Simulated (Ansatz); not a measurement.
Molecule: CS, net charge 1, doublet state. SMILES of the parent species: [S+]#[C-]
Coordinates optimised at B3LYP-D3(BJ)/def2-TZVP (Ansatz, a first-principles code):
```
C
S 1 1.4861
```
Charge +1, spin multiplicity 2.

Task: Give the harmonic wavenumbers at B3LYP-D3(BJ)/def2-TZVP (Ansatz, finite differences of forces, unscaled).

Result: 1417 cm⁻¹. Zero-point energy 2.0 kcal/mol.

Task: From these and the geometry, give the ideal-gas thermochemistry at 298.15 K and 1 atm (rigid rotor, harmonic oscillator).

Result: Point group C∞v, rotational symmetry number 1. Rotational constants 26.19, 26.19 GHz. S(trans) 37.28, S(rot) 12.86, S(vib) 0.02, S(elec, spin only) 1.38, S 51.5 cal/(mol K). H(298) - H(0) 2.08 kcal/mol; G - E(el) -11.3 kcal/mol.
